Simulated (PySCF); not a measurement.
# BClO (boron chloride oxide) at M06-2X/STO-3G

Aim: the vertical singlet–triplet gap of BClO (boron chloride oxide) at M06-2X/STO-3G, from 2 runs. Input form: a Python script.

Program for the calculation: PySCF 2.14.0.

14 further runs of the same task are left out: 4 that didn't finish, 10 set aside as unsound or not needed.

## (1) The molecule

BClO: 3 atoms, total charge 0, spin state singlet. As SMILES, `O=BCl`. Geometry: relaxed at GFN2-xTB.

Bond lengths: O1–B2 1.193 Å, B2–Cl3 1.639 Å. Angles: O1–B2–Cl3 179.9°.

## (2) The energy at M06-2X/STO-3G

input.py reads:

```python
from pyscf import gto, dft

mol = gto.Mole()
mol.atom = '''
O      1.926689     1.145552     1.184839
B      0.213690     0.125894     0.131279
Cl    -2.140379    -1.271427    -1.316119
'''
mol.verbose = 3
mol.unit = 'bohr'
mol.max_memory = 1860
mol.charge = 0
mol.spin = 0
mol.basis = 'sto-3g'
mol.build()

calc0 = dft.RKS(mol)
calc0.xc = 'm06-2x'
calc0.grids.level = 5
calc0.conv_tol = 1e-10
calc0.kernel()
if not calc0.converged:
    calc0 = calc0.newton().run(calc0.mo_coeff, calc0.mo_occ)

e_final = calc0.e_tot
print('E(%s) = %.9f' % ('M06-2X', e_final))
```

On the command line:

```console
$ OMP_NUM_THREADS=1 python input.py
```

What it wrote:

```text
converged SCF energy = -554.003148345084
E(M06-2X) = -554.003148345
```

Run time: 6.3 s. Hardware: 1 thread of Arm Neoverse V1, shared host; peak memory 0.19 GiB.

## (3) The triplet at the same level

run.py reads:

```python
from pyscf import gto, dft

system = gto.M(
    atom=[
    ('O', (1.019560, 0.606200, 0.626990)),
    ('B', (0.113080, 0.066620, 0.069470)),
    ('Cl', (-1.132640, -0.672810, -0.696460)),
],
    charge=0,
    max_memory=1860,
    verbose=3,
    basis='sto-3g',
    spin=2,
)

ks = dft.UKS(system)
ks.xc = 'm06-2x'
ks.grids.level = 5
ks.conv_tol = 1e-10
ks.kernel()
if not ks.converged:
    ks = ks.newton().run(ks.mo_coeff, ks.mo_occ)

etot = ks.e_tot
print('E(%s) = %.9f' % ('M06-2X', etot))
```

On the command line:

```console
$ OMP_NUM_THREADS=1 python run.py
```

What it wrote:

```text
WARN: HOMO 0.113484575137026 >= LUMO -0.4302116428001

WARN: HOMO 0.0673770807839315 >= LUMO -0.0521945481536499

WARN: HOMO -0.00792317109711538 >= LUMO -0.120737330801308

WARN: HOMO -0.0365903670577084 >= LUMO -0.0998376175380001

WARN: HOMO -0.0301943350625929 >= LUMO -0.0890774276642513

WARN: HOMO -0.0357391444164642 >= LUMO -0.0849647518986216

WARN: HOMO -0.0360122680245812 >= LUMO -0.0856195310333155

WARN: HOMO -0.0376296249969882 >= LUMO -0.0843184121282817

WARN: HOMO -0.0363376381755073 >= LUMO -0.0852990080516417

WARN: HOMO -0.0364589950744619 >= LUMO -0.0851722451644021

WARN: HOMO -0.0363737633474793 >= LUMO -0.0852245828344714

WARN: HOMO -0.0364117864057388 >= LUMO -0.0851961957849861

WARN: HOMO -0.0363961882915391 >= LUMO -0.085207741065953

WARN: HOMO -0.0364009811626943 >= LUMO -0.0852038880658237

WARN: HOMO -0.0364006806484255 >= LUMO -0.085204375076939

WARN: HOMO -0.0364006957874214 >= LUMO -0.0852044611827949

WARN: HOMO -0.0364006799925389 >= LUMO -0.0852044602512249

WARN: HOMO -0.0364006669923586 >= LUMO -0.0852044526486921

WARN: HOMO -0.0364006392175175 >= LUMO -0.0852045173836186

WARN: HOMO -0.0364006329267914 >= LUMO -0.0852044464376006

converged SCF energy = -553.700587971918  <S^2> = 2.003079  2S+1 = 3.002052
E(M06-2X) = -553.700587972
```

Wall time 21 s (1 thread of Arm Neoverse V1, shared host); peak memory 0.21 GiB.

## (4) Summary of results

Level: M06-2X/STO-3G.

| quantity | value |
| --- | --- |
| singlet: total energy | -554.00315 Eh |
| singlet: dipole moment | 0.37 D |
| singlet: HOMO energy | -9.16 eV |
| singlet: LUMO energy | 5.41 eV |
| singlet: HOMO–LUMO gap | 14.57 eV |
| triplet: total energy | -553.70059 Eh |
| triplet: dipole moment | 0.81 D |
| triplet: HOMO energy (highest over α and β) | -0.99 eV |
| triplet: ⟨S²⟩ | 2.003 |
| vertical energy of the triplet above the singlet | 8.233 eV |

**Reading.** At this shape the triplet lies 8.23 eV (190 kcal/mol) above the singlet. In a minimal basis such a difference can be off by several eV, whatever the method. Mulliken charges (triplet) run from -0.12 on Cl3 to +0.20 on B2; they depend strongly on the basis.
